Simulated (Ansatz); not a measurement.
Program: Ansatz. Geometries: PBE0-D4/def2-TZVP. ΔE: electronic, gas phase. CCSD(T)/CBS is the MP2 limit (def2-TZVPP, def2-QZVPP) plus CCSD(T) − MP2 in def2-TZVPP, frozen cores. This one scheme is used for every species. DFT in def2-TZVPP. B3LYP here is the variant with VWN-RPA as its local correlation; programs differ in this. Each species was taken in one conformer, which may not be the lowest.

Reaction (hydrogenolysis of a C–F bond): `CNC(O)(O)F` + H₂ → `CNC(O)O` + H–F

**Question.** Is it downhill or uphill in electronic energy at CCSD(T)/CBS, and by how much? (Estimate.)

**Answer.** Ansatz gave: Downhill: ΔE = -32.6 kJ/mol.

**Question.** What do these levels give: r2SCAN-D4, PBE0-D4, ωB97X-V, ωB97M-V, B2PLYP, B3LYP, HF/def2-TZVPP, MP2/def2-TZVPP, CCSD/def2-TZVPP, SCS-MP2/def2-QZVPP, HF/CBS(def2), CCSD/CBS(def2)? (Estimate.)

**Answer.** Ansatz gave: r2SCAN-D4 -10.3, PBE0-D4 -23.1, ωB97X-V -15.3, ωB97M-V -16.7, B2PLYP -25.9, B3LYP -24.7, HF/def2-TZVPP -23.9, MP2/def2-TZVPP -31.6, CCSD/def2-TZVPP -30.2, SCS-MP2/def2-QZVPP -34.2, HF/CBS(def2) -25.4, CCSD/CBS(def2) -35.4 kJ/mol.

Largest T1 diagnostic among the species: 0.011.

In def2-TZVPP, CCSD(T) changes the Hartree–Fock value by −3.4 kJ/mol (the triples alone add +2.8 kJ/mol) and MP2 by −7.7 kJ/mol.
